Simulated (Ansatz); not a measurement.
Consider the isomerisation: `C=C(C=S)CF` → `F/C=C1\CCS1`.

Calculated with Ansatz (gas phase, PBE0-D4/def2-TZVP geometries, no zero-point term in ΔE). CCSD(T)/CBS adds triple-zeta CCSD(T) − MP2 to the extrapolated MP2 energy (def2 sets, frozen cores). Functionals use def2-TZVPP. Each species was taken in one conformer, which may not be the lowest.

CCSD(T)/CBS gives +0.20 eV.

**Question.** Another level gave +0.23 eV. Which?
A. PBE0-D4/def2-TZVPP
B. CCSD(T)/def2-TZVPP
C. PBE-D4/def2-TZVPP
D. r2SCAN-D4/def2-TZVPP

**Answer.** B. CCSD(T)/def2-TZVPP 0.23, PBE0-D4 -0.01, PBE-D4 0.05, r2SCAN-D4 0.15 eV.

Largest T1 diagnostic among the species: 0.015.

In def2-TZVPP, CCSD(T) changes the Hartree–Fock value by −0.09 eV (the triples alone add +0.04 eV) and MP2 by −0.14 eV. From PBE to PBE0 (25 % exact exchange), in def2-TZVPP and without D4, ΔE moves by −0.06 eV.
